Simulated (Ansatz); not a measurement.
The input, for Ansatz 0.2.0:

```yaml
crystal:
  periodic: [false, false, false]
  atoms:
    - {symbol: In, position_ang: [0.000000, 0.000000, 0.000000]}
    - {symbol: H, position_ang: [0.000000, 0.000000, 1.685000]}
basis:
  gaussian: {orbitals: def2-SVPD}
total_charge: -1
magnetization: {spin_polarized: false, initial_magnetization: 1}
correlation: {method: fic_mrcisd_q, electrons: outside_noble_gas, active_space: {window: {electrons: 3, orbitals: 3}}}
```

```sh
$ ansatz run in.yaml --threads 1 --pin off --events-out ev --progress --plain --max-ram 2393MiB
```

The program prints:

```
505 factors; integrals over basis functions are off by at most 3.1e-4 eV
mean field evaluation 1: about -5162.9435 eV, gradient 9.1e0 eV
mean field evaluation 2: about -5162.9497 eV, gradient 9.1e0 eV
mean field evaluation 4: about -5163.3875 eV, gradient 8.4e-1 eV
mean field evaluation 8: about -5163.3963 eV, gradient 2.1e-1 eV
mean field evaluation 16: about -5163.2501 eV, gradient 2.7e0 eV
mean field evaluation 32: about -5162.0748 eV, gradient 5.1e0 eV
mean field -5163.39714680 eV, -189.7513452685 hartree, gradient 2.4e-6 eV, S^2 0.750000; 6 other end points of the search recorded, 0 dependent functions left out
reference -5163.39714680 eV, -189.7513452685 hartree; 12, 11 occupied and 28, 29 virtual orbitals, 505 factors
state -5163.77811291 eV, -189.7653455150 hartree
contracted CI cycle   1: correlation 0.00000000 eV, 0.0000000000 hartree, residual 7.48e0 eV
contracted CI cycle   2: correlation -1.55224311 eV, -0.0570438821 hartree, residual 1.69e0 eV
contracted CI cycle   3: correlation -1.64848602 eV, -0.0605807439 hartree, residual 6.73e-1 eV
contracted CI cycle   4: correlation -1.66360543 eV, -0.0611363719 hartree, residual 3.02e-1 eV
contracted CI cycle   5: correlation -1.66642867 eV, -0.0612401242 hartree, residual 1.38e-1 eV
contracted CI cycle   6: correlation -1.66709105 eV, -0.0612644659 hartree, residual 6.47e-2 eV
contracted CI cycle   7: correlation -1.66723128 eV, -0.0612696196 hartree, residual 2.95e-2 eV
contracted CI cycle   8: correlation -1.66725730 eV, -0.0612705757 hartree, residual 1.16e-2 eV
contracted CI cycle   9: correlation -1.66726166 eV, -0.0612707358 hartree, residual 4.74e-3 eV
contracted CI cycle  10: correlation -1.66726234 eV, -0.0612707610 hartree, residual 1.86e-3 eV
contracted CI cycle  11: correlation -1.66726243 eV, -0.0612707643 hartree, residual 6.86e-4 eV
state -5163.77811291 eV, -189.7653455150 hartree; corrected -5165.57292437 eV, -189.8313036197 hartree
state -5163.73064322 eV, -189.7636010359 hartree
contracted CI cycle   1: correlation 0.00000000 eV, 0.0000000000 hartree, residual 8.11e0 eV
contracted CI cycle   2: correlation -1.61256186 eV, -0.0592605554 hartree, residual 1.54e0 eV
contracted CI cycle   3: correlation -1.69269118 eV, -0.0622052534 hartree, residual 4.48e-1 eV
contracted CI cycle   4: correlation -1.69984827 eV, -0.0624682716 hartree, residual 1.54e-1 eV
contracted CI cycle   5: correlation -1.70059844 eV, -0.0624958400 hartree, residual 4.52e-2 eV
contracted CI cycle   6: correlation -1.70067342 eV, -0.0624985956 hartree, residual 1.77e-2 eV
contracted CI cycle   7: correlation -1.70068464 eV, -0.0624990076 hartree, residual 5.99e-3 eV
contracted CI cycle   8: correlation -1.70068604 eV, -0.0624990592 hartree, residual 2.26e-3 eV
contracted CI cycle   9: correlation -1.70068623 eV, -0.0624990661 hartree, residual 7.93e-4 eV
state -5163.73064322 eV, -189.7636010359 hartree; corrected -5165.54202748 eV, -189.8301681797 hartree
state -5163.77811291 eV, -189.7653455150 hartree; corrected -5165.57292437 eV, -189.8313036197 hartree
Total energy: -5165.57292437 eV, -189.8313036197 hartree
```

For the same geometry and basis full CI lies 45.8 meV higher.

Ran on 1 thread of Arm Neoverse V2, shared host: 2 s wall, 0.09 GiB peak host memory.
